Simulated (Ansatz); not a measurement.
AlFH2N, SMILES `[NH2][Al][F]` radical, relaxed with UKS PBE-D4/def2-SVP in the Gaussian-basis code of Ansatz from a rough embedded geometry. The force threshold is 0.03 eV/Å; the program also tests the step.

The species carries charge 0 and has multiplicity 2.

Start:

```xyz
5

N    -0.564    0.204   -0.665
Al    1.119    0.349    0.095
F     1.265    0.156    1.863
H    -0.529   -0.669   -1.343
H    -1.290   -0.040    0.051
```

```json
{"step": "1", "energy (eV)": "-10824.1229", "largest force (eV/Å)": "2.164", "largest move (Å)": "0.000"}
{"step": "2", "energy (eV)": "-10824.2868", "largest force (eV/Å)": "1.813", "largest move (Å)": "0.194"}
{"step": "3", "energy (eV)": "-10824.4539", "largest force (eV/Å)": "1.345", "largest move (Å)": "0.200"}
{"step": "4", "energy (eV)": "-10824.5080", "largest force (eV/Å)": "0.324", "largest move (Å)": "0.116"}
{"step": "5", "energy (eV)": "-10824.5246", "largest force (eV/Å)": "0.353", "largest move (Å)": "0.064"}
{"step": "6", "energy (eV)": "-10824.5324", "largest force (eV/Å)": "0.354", "largest move (Å)": "0.048"}
{"step": "7 (rejected)", "energy (eV)": "-10824.5311", "largest force (eV/Å)": "0.209", "largest move (Å)": "0.064"}
{"step": "8", "energy (eV)": "-10824.5366", "largest force (eV/Å)": "0.144", "largest move (Å)": "0.032"}
{"step": "9", "energy (eV)": "-10824.5374", "largest force (eV/Å)": "0.004", "largest move (Å)": "0.016"}
```

End:

```xyz
5

N    -0.461   -0.122   -0.520
Al    1.164    0.105    0.184
F     1.277    0.412    1.839
H    -0.641   -0.314   -1.508
H    -1.339   -0.081    0.006
```

Run time 10 s (2 threads of a server CPU on a shared host); peak host memory 0.12 GiB.
